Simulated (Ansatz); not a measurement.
`O=[N+][O-]` radical at its PBE0-D4/def2-TZVP geometry, where that method's forces vanish. Charge 0, multiplicity 2.

```xyz
3

O     0.0111    0.5842   -0.9348
N    -0.0672   -0.2698   -0.1203
O     0.0561   -0.3145    1.0551
```

(1) What forces (eV/Å) does PBE-D4/def2-TZVPP give on these atoms in Ansatz? (An estimate is asked.)

Results:

(1) Ansatz gave: 
```
O1   0.118  1.275 -1.205
N2  -0.303 -1.217 -0.544
O3   0.185 -0.058  1.749
```
